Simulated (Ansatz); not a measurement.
# How the smallest direct gap on the k points sampled of zinc-blende InP moves with the method

No measured value is used here.

```csv
level (code),value (eV),cell (Å³/atom)
LDA+SOC (Ansatz),0.43,25.27
RPBE (Ansatz),0.83,25.27
PBE-D3(BJ) (Ansatz),0.63,25.59
r²SCAN-D4 (Ansatz),1.09,25.51
LC-ωPBE (Ansatz),6.20,24.44
PBE0-D3(BJ) (Ansatz),2.18,24.79
Hartree–Fock (Ansatz),7.12,25.27
```

Computed values are for a static lattice. Spin–orbit coupling is included only where a level's name says +SOC; with heavier elements it mostly lowers gaps and can invert bands.  Values are at the level's own relaxed cell; LDA+SOC at the measured cell; RPBE at the measured cell; Hartree–Fock at the measured cell. Cutoffs and k meshes differ between the levels. Ansatz's density-functional and Hartree–Fock values are scalar-relativistic unless marked +SOC, with PAW data made under PBE.

Ansatz is a first-principles code.
